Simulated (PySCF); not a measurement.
Compound: C4H3S (doublet state).
Cartesian coordinates in Å at the GFN2-xTB level; atoms count from 1:
```
atom  x, y, z in Å
C1    -1.676    0.889   -0.274
C2    -0.571    0.277   -0.526
C3     0.404   -0.183    0.501
C4     1.499   -0.798    0.171
S5     2.769   -1.521   -0.380
H6    -2.296    1.274    0.497
H7    -0.269    0.049   -1.540
H8     0.149    0.022    1.527
```

The hyperfine couplings belong to this conformer and change with its torsions.

Identity: `[H]/[C]=C\C=C=S` [radical].

Level of theory: UKS B3LYP, pcH-1 on C H S, non-relativistic, mean-field spin-orbit, GIAO (PySCF 2.14.0). One conformer (not necessarily the lowest) at the GFN2-xTB geometry, without solvent, vibrations or thermal averaging. Couplings are sensitive to structure, and on GFN2-xTB geometries they can be far from those on DFT ones. Stability of the SCF solution: not tested.

Q: The isotropic 13C couplings are +287.5, +119.7, +7.5, -4.9 MHz. Assign them to C1; C2; C3; C4.

A: 
```csv
site,a_iso (MHz),ρ(0) (bohr⁻³),position,distance from C1 (Å),spin population,largest |T| (MHz)
C1,+287.5,+0.2560,largest spin population,0.00,+1.06,143.4
C2,-4.9,-0.0043,1 bond from C1,1.29,-0.17,17.4
C3,+119.7,+0.1065,2 bonds from C1,2.46,+0.09,9.1
C4,+7.5,+0.0066,3 bonds from C1,3.62,-0.03,7.5
```

Q: The isotropic 1H couplings are +122.2, +12.7, -8.4 MHz. Assign them to H6; H7; H8.

A: 
| site | a_iso (MHz) | ρ(0) (bohr⁻³) | position | distance from C1 (Å) | bound to | spin population there | largest \|T\| (MHz) |
| --- | --- | --- | --- | --- | --- | --- | --- |
| H6 | +12.7 | +0.0029 | 1 bond from C1 | 1.06 | C1 | +1.06 | 40.4 |
| H7 | +122.2 | +0.0274 | 2 bonds from C1, on C2 of spin population -0.17 | 2.07 | C2 | -0.17 | 11.3 |
| H8 | -8.4 | -0.0019 | 3 bonds from C1 | 2.71 | C3 | +0.09 | 7.5 |

ρ(0) is the spin density at the nucleus and T the dipolar tensor; a_iso includes a spin–orbit part. The largest Mulliken spin populations are on C1 (+1.06), C2 (-0.17) and C3 (+0.09). No atom but C1 exceeds +0.15. The positive populations add up to 1.20 and the negative ones to -0.20, together 2S = 1.

β density exceeds α density at some nuclei, such as C2 (-0.0043) and H8 (-0.0019), spin density in bohr⁻³. In a single determinant that takes different orbitals for the two spins, that is spin polarisation.

The run took 17 s (grids of density and orbitals included) on Arm Neoverse V2, one thread, no GPU, shared host with 96 logical CPUs at a one-minute load of 53, and the process peaked at 0.64 GiB of memory.
